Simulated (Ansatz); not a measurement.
C₄H₇N, SMILES `C=C=CCN`, relaxed with RKS PBE-D4/def2-SVP in Ansatz 0.2.0 from a rough embedded geometry. The force threshold is 0.03 eV/Å; the program also tests the step.

Charge 0, multiplicity 1.

Start:

```xyz
12

C     2.498    0.159   -0.123
C     1.274    0.286   -0.339
C     0.012    0.434   -0.578
C    -1.108    0.319    0.420
N    -2.029   -0.769   -0.099
H     3.051   -0.795   -0.406
H     3.115    0.899    0.418
H    -0.278    0.849   -1.547
H    -0.673   -0.038    1.351
H    -1.628    1.199    0.518
H    -1.496   -1.653   -0.192
H    -2.737   -0.890    0.576
```

```
        step  energy (eV)  largest force (eV/Å)  largest move (Å)
           1   -5738.0160                 5.472             0.000
           2   -5738.5400                 1.371             0.195
3 (rejected)   -5738.4940                 1.202             0.162
           4   -5738.6092                 0.353             0.081
5 (rejected)   -5738.5766                 1.232             0.081
           6   -5738.6135                 0.286             0.040
           7   -5738.6197                 0.049             0.042
           8   -5738.6208                 0.026             0.043
           9   -5738.6210                 0.040             0.031
          10   -5738.6213                 0.031             0.008
          11   -5738.6214                 0.023             0.004
```

End:

```xyz
12

C     2.588    0.170   -0.098
C     1.303    0.320   -0.347
C     0.013    0.466   -0.582
C    -1.086    0.206    0.425
N    -2.067   -0.725   -0.133
H     3.100   -0.791   -0.275
H     3.201    1.001    0.291
H    -0.327    0.775   -1.589
H    -0.620   -0.099    1.395
H    -1.611    1.169    0.620
H    -1.639   -1.656   -0.224
H    -2.855   -0.836    0.517
```

Run time 9.5 s (4 threads of an Arm Neoverse V2 on a shared host); peak host memory 0.14 GiB.
